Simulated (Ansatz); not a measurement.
A structure relaxed at PBE0-D4/def2-TZVP, charge 0, multiplicity 1:

```tsv
atom	x (Å)	y (Å)	z (Å)
C1	1.378	0.484	-0.666
N2	0.509	-0.540	-0.116
C3	-0.525	-0.051	0.704
C4	-1.845	-0.604	0.709
N5	-1.837	0.487	0.094
H6	2.180	0.013	-1.238
H7	0.859	1.205	-1.311
H8	1.842	1.038	0.154
H9	0.147	-1.146	-0.840
H10	-0.161	0.511	1.561
H11	-2.547	-1.397	0.947
```

**Question.** Give its formula and SMILES.

**Answer.** C3H6N2, `CNC1C=N1`.

**Question.** Summarise the bond lengths by kind.

**Answer.** 4 × C–N 1.253 to 1.544 Å; 5 × C–H 1.086 to 1.098 Å; 1 × H–N 1.011 Å; 1 × C–C 1.431 Å.

Computed with Ansatz.
